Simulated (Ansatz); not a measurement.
A calculation with Ansatz (development build ahead of 0.2.0).

```yaml
crystal:
  periodic: [false, false, false]
  atoms:
    - { symbol: H, position_ang: [0.00448, 0.02327, -1.61885] }
    - { symbol: C, position_ang: [-0.01463, 0.04602, -0.50688] }
    - { symbol: C, position_ang: [-0.00623, 0.04486, 0.77758] }
basis:
  gaussian: { orbitals: "6-31G" }
total_charge: -1
hamiltonian:
  xc: hf
```

The input is written out in the form of the current development build from the run's settings.

Results

- Converged: yes
- Total energy: -76.14454 hartree
- Spin squared of the determinant: 0.000

Caution: no diffuse functions for an anion.
